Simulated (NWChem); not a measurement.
## Correlation energy of C (+1)

```xyz
1

C      0.0000     0.0000     0.0000
```
Charge +1, spin multiplicity 2.

Program: NWChem.

Basis set: def2-QZVP. Each correlation energy counts from its own Hartree-Fock reference.

The correlated methods keep 1 core orbital frozen. The stability of the SCF solutions was not checked. Open-shell Hartree-Fock references start from PBE0 orbitals. Coupled-cluster values serve here as a point of comparison, not as the truth.

Q: One of these methods gave a correlation energy of -54.1 mHa. Which?
(A) UMP2
(B) CCSD on UHF
(C) SCS-UMP2
(D) CCSD on ROHF

A: A, UMP2. The others give -61.7 (SCS-UMP2), -81.2 (CCSD on ROHF), -76.8 (CCSD on UHF).
